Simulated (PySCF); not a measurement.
Relaxation of triplet S₃

Method: PySCF, UPBE0, basis S def2-TZVP (no relativity, density fitting). A (50,194) grid was used.

A hand-made obtuse triangle start, of C2v symmetry, held to at least that symmetry:

```xyz
3
charge 0 multiplicity 3, angstrom
S     0.0000   -0.8240    0.0000
S     1.6068    0.4120    0.0000
S    -1.6068    0.4120    0.0000
```

Problem. What forces act on the atoms at the start (eV/Å)?

Solution. 
```
atom     Fx     Fy    Fz
  S1   0.00   0.60  0.00
  S2  -1.28  -0.30  0.00
  S3   1.28  -0.30  0.00
```

Problem. What does it relax to?

Solution. It ends at C2v with S–S 1.975 Å (×2); S–S–S 92.4°. A frequency run shows a minimum. Other isomers or separated fragments may lie lower.

Problem. How much energy is released, and in how many steps?

Solution. 19.8 kJ/mol in 4 steps.

At this level a singlet minimum of C2v symmetry lies 70 kJ/mol below this structure.

The relaxation took roughly 60 core-seconds on a shared host.
